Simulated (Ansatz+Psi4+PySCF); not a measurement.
doublet H2O2(+): levels of theory in one basis

```yaml
atoms:
  - { symbol: O, position_ang: [0.0257, 0.7189, -0.0495] }
  - { symbol: O, position_ang: [-0.0017, -0.7043, -0.0491] }
  - { symbol: H, position_ang: [0.8371, 0.8614, 0.3992] }
  - { symbol: H, position_ang: [-0.8594, -0.8583, 0.4205] }
```

Basis set: cc-pVTZ (spherical functions). Left uncorrelated: 2 orbitals. Correlation on ROHF uses semicanonical orbitals with singles. Charge 1, multiplicity 2.

Computed with Ansatz (development build ahead of 0.2.0); each method stands on the lowest determinant of its kind that the runs found.

```
      method  E − E(ROHF) (eV)  <S²> of the determinant
        ROHF              0.00                     0.75
         UHF             -0.20                     0.79
    ROHF-MP2            -12.13                        –
     UHF-MP2            -12.08                     0.79
   ROHF-CCSD            -13.06                        –
    UHF-CCSD            -13.05                     0.79
ROHF-CCSD(T)            -13.60                        –
 UHF-CCSD(T)            -13.60                     0.79
```

(1) What does ROHF-CCSDT give on the same scale?

Answers

(1) -13.67 eV.

Caution for ROHF-MP2, UHF-MP2, ROHF-CCSD, UHF-CCSD, ROHF-CCSD(T), UHF-CCSD(T), ROHF-CCSDT: large amplitudes, a single reference is doubtful. Caution for ROHF-MP2, UHF-MP2: MP2 on this radical cation hangs on the determinant chosen. Caution for ROHF-MP2, UHF-MP2, ROHF-CCSD(T), UHF-CCSD(T): another reference gives a lower total.
